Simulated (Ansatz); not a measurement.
Two shapes of singlet CF₂.

Shape 1:

```xyz
3

C     0.0013    0.0215   -0.6362
F     0.0176    0.9786    0.1847
F     0.0028   -1.0591    0.1617
```

Shape 2:

```xyz
3

C     0.0000    0.0000   -0.6384
F     0.0000    1.1057    0.2128
F     0.0000   -1.1057    0.2128
```

Basis set: def2-TZVP (spherical functions). Correlated methods keep 3 orbitals frozen. Charge 0, multiplicity 1.

Computed with Ansatz (development build ahead of 0.2.0); each method stands on the lowest determinant of its kind that the runs found.

(1) Which shape is lower in energy, and by how much in each method?

Answers

(1)

```json
{"method": "RHF", "E(2) − E(1) (eV)": "0.603"}
{"method": "RHF-MP2", "E(2) − E(1) (eV)": "0.315"}
```

Shape 1 is lower.
